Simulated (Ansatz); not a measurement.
Results of PBE-D4 (Ansatz, an electronic-structure program, PAW) for zinc-blende BeSe.

Numerical settings: plane-wave cutoff 520 eV, 12×12×12 k mesh, Fermi–Dirac smearing 0.01 eV, scalar-relativistic PAW data made under PBE.

Computed points:

```tsv
V (Å³/atom)	E − E_lowest (meV/atom)	P (GPa)
15.799	16.91	5.64
16.135	7.28	3.58
16.471	1.77	1.71
16.807	0.00	0.01
17.143	1.62	-1.53
17.479	6.33	-2.93
17.816	13.82	-4.20
```

Q: Estimate the bulk modulus and its pressure derivative from these points.

A: V0 = 16.809 Å³/atom, B0 = 80.7 GPa, B′ = 3.9 (fit to the energies at full precision).

Measured, for comparison: bulk modulus 92.2 GPa (temperature not stated, not corrected to a static lattice; as tabulated in Inakpenu et al., APS March Meeting 2017, C27.9); equilibrium volume per atom 16.96 Å³/atom (temperature not stated, not corrected to a static lattice; as tabulated in Bernardini et al. (2000), arXiv:cond-mat/0007180). Computed (rounded) less measured: bulk modulus -12 %, equilibrium volume per atom -0.9 %. A static lattice is as a rule a little smaller and stiffer than an uncorrected measurement, which narrows the difference in the equilibrium volume per atom and would widen misses of the other sign.

Static lattice: no zero-point or thermal effects.
